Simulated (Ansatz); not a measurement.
Input for Ansatz (development build ahead of 0.2.0):

```yaml
crystal:
  periodic: [false, false, false]
  atoms:
    - { symbol: B, position_ang: [0.0, 0.0, 0.0] }
    - { symbol: F, position_ang: [0.80341, 1.07121, 2.31924] }
basis:
  gaussian: { orbitals: STO-3G }
hamiltonian:
  xc: hf
correlation:
  method: fci
  frozen_orbitals: { B: 1, F: 1 }
```

The input is written out in the form of the current development build from the run's settings.

Output:

- Converged: yes
- Total energy: -122.18600 hartree
- State: lowest singlet root, of any spatial symmetry
